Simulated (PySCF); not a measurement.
# BrClF: the cost of one run

Programs: PySCF 2.14.0. All values are calculated, for the isolated system unless a continuum is named. Atoms count from 0, parts from 1.

## Step 1: Starting point

3 atoms, charge -1, multiplicity 1; geometry: GFN2-xTB. Parts: 1 = atoms 0–1, `FCl`, charge 0; 2 = atom 2, `[Br-]`, charge -1. In the given geometry Cl0 and Br2 of different parts are bonded (2.27 Å), so values for the parts refer to these atom groups.

## Step 2: Relaxing the molecule at PBE0-D3(BJ)/def2-TZVPD

The job: settings as JSON, then the geometry in Å.

```
{"job": {"xc": "PBE0", "basis": "def2-TZVPD", "d3": "d3bj", "grid": 3, "kind": "geom", "shake": 0.01}, "charge": -1, "multiplicity": 1, "parts": [{"atoms": "0-1", "charge": 0, "multiplicity": 1}, {"atoms": "2-2", "charge": -1, "multiplicity": 1}]}
Cl     0.965205    -0.451626    -0.261335
F     -0.925934     0.172508     0.119706
Br     3.084634    -1.126961    -0.722860
```

Run with:

```
$ OMP_NUM_THREADS=1 python cluster_run.py task.json out
```

This one command runs all jobs of the session in turn.

Q: Estimate the wall time and peak memory of this first job on 1 thread of Arm Neoverse N1, shared host.

About 59 s, with a peak of 0.53 GiB.
